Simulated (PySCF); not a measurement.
# Complete the spectrum of propionitrile

Compound: propionitrile, C3H5N.
SMILES: `CCC#N`

Computed, not measured: TDDFT B3LYP/def2-SVPD, vertical, gas phase, core orbitals frozen in the response (PySCF 2.14.0, density-fitted response routines). Isolated species at its GFN2-xTB geometry, gas phase.

Orbital energies (eV): HOMO-3 -10.86, HOMO-2 -9.89, HOMO-1 -9.20, HOMO -9.18, LUMO -0.05, LUMO+1 0.67, LUMO+2 0.76.

Lowest singlets, with some entries withheld (?).

| state | E (eV) | f | main configurations (H = HOMO, L = LUMO) |
| --- | --- | --- | --- |
| S1 | 7.80 | 0.0000 | H→L (55%), H-1→L+1 (17%), H→L+2 (16%) |
| S2 | 8.03 | 0.018 | H-1→L (56%), H→L+1 (32%) |
| S3 | 8.09 | 0.0006 | H-1→L+1 (77%), H→L (18%) |
| S4 | 8.52 | 0.017 | H-1→L+2 (43%), H-1→L (34%), H→L+1 (17%) |
| S5 | ? | ? | ? |
| S6 | 8.92 | 0.0036 | H-2→L (93%) |
| S7 | 9.29 | 0.013 | H-2→L+1 (98%) |
| S8 | ? | ? | ? |

Fill in the withheld entries.

- S5: E = 8.53 eV; f = 0.0052; H→L+2 (67%), H→L (23%)
- S8: E = 9.46 eV; f = 0.056; H-1→L+3 (57%), H-1→L+2 (31%)

Which level carries the most intensity, and what share of the listed sum of f?

S8, with f = 0.056 of 0.114, 49%.

What is the mean static polarisability from the same response equations?

40.6 au (6.01 Å³), with principal values 33.7, 36.6 and 51.4 au.

How far apart are S4 and S8, in eV and cm⁻¹?

9.457 − 8.520 = 0.937 eV, or about 7560 cm⁻¹.

The run took 6.3 s wall on an Arm Neoverse V1 with one thread, shared host.
